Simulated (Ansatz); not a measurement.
Compare A (`NC1=COC1`) with its isomer B (`N/C=C/C=O`).

Gas-phase electronic energies from Ansatz, PBE0-D4/def2-TZVP geometries. CCSD(T)/CBS is the MP2 limit (def2-TZVPP, def2-QZVPP) plus CCSD(T) − MP2 in def2-TZVPP, frozen cores. Functionals use def2-TZVPP. One conformer a species, not always the lowest.

A:

Z-matrix (Å, degrees):
```
C
O 1 1.453
C 1 1.960 2 45.5
C 1 1.502 2 88.4 3 0.8
H 1 1.093 2 111.0 3 120.1
H 1 1.092 2 110.8 3 -116.2
H 3 1.081 1 169.1 2 -14.7
N 4 1.384 1 132.2 2 -172.8
H 8 1.011 4 113.5 1 -56.4
H 8 1.010 4 113.1 1 177.5
```

B:

Z-matrix (Å, degrees):
```
N
C 1 1.346
H 1 1.004 2 121.0
H 1 1.001 2 121.2 3 178.2
C 2 1.350 1 127.1 3 0.8
H 2 1.088 1 114.4 3 -179.3
C 5 1.440 2 119.2 1 179.8
H 5 1.085 2 122.3 1 -0.2
O 7 1.211 5 125.8 2 180.0
H 7 1.116 5 114.0 2 -0.0
```

Which is lower in electronic energy at CCSD(T)/CBS, and by how much? (An estimate is asked.)

The calculation gave: B, by 36.3 kcal/mol.

Give E(B) − E(A) in kcal/mol with CCSD(T)/def2-SVP, B2PLYP, ωB97M-V, r2SCAN-D4, BLYP-D4, PBE0-D4, HF/def2-TZVPP. (Estimate.)

Ansatz gave: CCSD(T)/def2-SVP -38.3, B2PLYP -40.9, ωB97M-V -36.9, r2SCAN-D4 -40.7, BLYP-D4 -43.7, PBE0-D4 -36.8, HF/def2-TZVPP -43.7. None reverses the order clearly.

Does the order hold for the free energy at 298.15 K (harmonic terms from PBE0-D4)? (An estimate is asked.)

Ansatz gave: Yes: G(B) − G(A) = -38.6 kcal/mol, for one conformer each. Modes under 60 cm⁻¹, often nearly free rotors, make the harmonic entropy too high.

Largest T1 diagnostic: 0.016.

From PBE to PBE0 (25 % exact exchange), in def2-TZVPP and without D4, E(B) − E(A) moves by +1.7 kcal/mol. In def2-TZVPP, CCSD(T) changes the Hartree–Fock value by +7.4 kcal/mol (the triples alone add −0.0 kcal/mol) and MP2 by +7.0 kcal/mol.
